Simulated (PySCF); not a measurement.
Compound: P3H5.
Z-matrix (Å and degrees, PBE0-D3(BJ)/def2-SVP geometry), rows numbered from 1:
```
P 
P   1  2.2477
P   2  2.2464  1   95.02
H   1  1.4306  2   93.22  3    87.84
H   1  1.4308  2   93.30  3  -179.81
H   2  1.4322  1   92.54  3    92.78
H   3  1.4307  2   93.20  1   -87.70
H   3  1.4309  2   93.30  1   179.97
```

Level of theory: TDDFT CAM-B3LYP/def2-SVPD, vertical, gas phase, core orbitals frozen in the response in PySCF.

Orbital energies (eV): HOMO-3 -11.07, HOMO-2 -10.41, HOMO-1 -9.26, HOMO -7.78, LUMO 0.54, LUMO+1 0.69, LUMO+2 0.97.

Computed singlets:

```
state  E (eV)       f
   S1    5.24   0.055
   S2    5.37   0.144
   S3    5.60   0.025
   S4    5.72   0.014
   S5    6.47   0.070
   S6    6.62   0.028
   S7    6.78   0.097
   S8    6.93  0.0026
   S9    7.16   0.013
  S10    7.33  0.0023
```

Question: Which orbital pair leads each of S1, S2, S3 and S7, and how does its energy difference Δε compare with the excitation energy?

Answer: 

| state | leading configuration | weight | Δε (eV) | E (eV) | E − Δε (eV) | f | other configurations |
| --- | --- | --- | --- | --- | --- | --- | --- |
| S1 | HOMO→LUMO | 0.97 | 8.33 | 5.24 | -3.08 | 0.055 | – |
| S2 | HOMO→LUMO+1 | 0.94 | 8.47 | 5.37 | -3.10 | 0.144 | – |
| S3 | HOMO→LUMO+2 | 0.90 | 8.75 | 5.60 | -3.15 | 0.025 | – |
| S7 | HOMO-1→LUMO+1 | 0.67 | 9.95 | 6.78 | -3.17 | 0.097 | H→L+5 (25%) |

E − Δε runs from -3.17 to -3.08 eV. Among themselves, these states come in the order of their orbital differences.

H and L stand for HOMO and LUMO. The other states: S4 5.72 eV, f 0.014, H→L+3 (91%); S5 6.47 eV, f 0.070, H→L+4 (48%), H-1→L (39%); S6 6.62 eV, f 0.028, H-1→L (45%), H→L+4 (28%), H-1→L+3 (9%); S8 6.93 eV, f 0.0026, H-1→L+2 (40%), H-1→L+3 (40%), H→L+6 (11%); S9 7.16 eV, f 0.013, H→L+5 (64%), H-1→L+1 (22%); S10 7.33 eV, f 0.0023, H-1→L+2 (47%), H-1→L+3 (22%), H→L+4 (17%).

Triplets (Tamm–Dancoff): T1 4.26 eV, H→L (43%), H→L+1 (38%); T2 4.27 eV, H→L+1 (47%), H→L (34%); T3 5.01 eV, H→L+2 (63%), H→L+3 (17%); T4 5.21 eV, H→L+3 (67%), H→L+2 (13%).

Summed over the main configurations (up to three a state, each over 8%) of all 10 singlets, the electron leaves HOMO with weight 5.65 and HOMO-1 with weight 3.33.

All these states lie below the vertical ionisation energy of 8.58 eV (ΔSCF).

One conformer stands for the species.
